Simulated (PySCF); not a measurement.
CH2CO (ketene), optimised at PBE0/def2-TZVP:

```xyz
5

C     -0.5508     0.0076     0.0153
C      0.7561     0.0069     0.0326
O      1.9123     0.0061     0.0477
H     -1.0760     0.8548    -0.3999
H     -1.0878    -0.8388     0.4167
```

Energies from PySCF (xtb for GFN2), thermal terms from the rigid-rotor harmonic-oscillator model, ideal gas at 1 bar. 6-31G* has spherical d functions here. All species are closed-shell singlets. B3LYP is the form with VWN-RPA correlation.

Q: List the harmonic frequencies (cm⁻¹, unscaled) at this level and at the other levels, each on its own geometry.

A: 
- PBE0/def2-TZVP: 444, 559, 594, 984, 1181, 1408, 2254, 3204, 3303
- B3LYP/6-31G*: 442, 541, 591, 1002, 1179, 1435, 2238, 3209, 3298
- GFN2-xTB: 384, 437, 676, 888, 1198, 1376, 2307, 3141, 3162
- HF/6-31G*: 492, 626, 722, 1113, 1266, 1568, 2380, 3375, 3476
- PBE/def2-SVP: 413, 510, 552, 918, 1131, 1338, 2211, 3119, 3222
